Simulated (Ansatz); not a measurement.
# C4H7NS: the cost of one run

Method: functionals in def2-TZVPP, the program's frozen cores in correlated methods; program: Ansatz 0.2.0, Gaussian basis.

Levels to be run: PBE-D4, r2SCAN-D4, PBE0-D4, B3LYP-D4, ωB97X-V, ωB97M-V, B2PLYP; CCSD(T)/def2-TZVPP; MP2/def2-QZVPP; extrapolation to the limit.

### Step 1. The geometry

An earlier PBE0-D4 in a triple-zeta def2 set relaxation fixed the geometry.

SMILES `C/C(C=S)=C/N`, 13 atoms, charge 0, spin multiplicity 1.

Atoms are counted from 1 here; the program's logs count them from 0.

Bond lengths: C1–C2 1.496 Å, C1–H7 1.093 Å, C1–H8 1.092 Å, C1–H9 1.093 Å, C2–C3 1.419 Å, C2–C5 1.368 Å, C3–S4 1.635 Å, C3–H10 1.093 Å, C5–N6 1.346 Å, C5–H11 1.086 Å, N6–H12 1.001 Å, N6–H13 1.003 Å. Angles: C2–C1–H7 110.9°, C2–C1–H8 111.2°, C2–C1–H9 110.9°, H7–C1–H8 108.7°, H7–C1–H9 106.2°, H8–C1–H9 108.7°, C1–C2–C3 119.6°, C1–C2–C5 119.4°, C3–C2–C5 120.9°, C2–C3–S4 126.6°, C2–C3–H10 116.4°, S4–C3–H10 117.0°, C2–C5–N6 128.7°, C2–C5–H11 118.0°, N6–C5–H11 113.3°, C5–N6–H12 120.4°, C5–N6–H13 122.0°, H12–N6–H13 117.6°.

### Step 2. PBE-D4 (GGA)

File in.yaml:

```yaml
crystal:
  periodic: [false, false, false]
  atoms:
    - {symbol: C, position_ang: [-0.331839, -1.668748, 0.421191]}
    - {symbol: C, position_ang: [0.047027, -0.304110, -0.061476]}
    - {symbol: C, position_ang: [0.899705, -0.170104, -1.188385]}
    - {symbol: S, position_ang: [1.551547, -1.384868, -2.067052]}
    - {symbol: C, position_ang: [-0.434988, 0.797370, 0.590260]}
    - {symbol: N, position_ang: [-0.214925, 2.097738, 0.320785]}
    - {symbol: H, position_ang: [0.555606, -2.247692, 0.689562]}
    - {symbol: H, position_ang: [-0.989254, -1.612404, 1.291116]}
    - {symbol: H, position_ang: [-0.838883, -2.233847, -0.365153]}
    - {symbol: H, position_ang: [1.141905, 0.850389, -1.496983]}
    - {symbol: H, position_ang: [-1.085216, 0.639837, 1.446058]}
    - {symbol: H, position_ang: [-0.642778, 2.809627, 0.879563]}
    - {symbol: H, position_ang: [0.362592, 2.392112, -0.444590]}
basis:
  gaussian: {orbitals: def2-TZVPP}
hamiltonian: {xc: pbe, dispersion: d4}
output: {forces: true, orbitals: {seedname: orbitals}}
```

Command:

```bash
$ ansatz run in.yaml --threads 4 --pin off --events-out ev --progress --plain --max-ram 10444MiB
```

Q: Estimate wall time and peak memory on 4 threads of Arm Neoverse V1, shared host.

About 4.2 s, with a peak of 0.43 GiB.
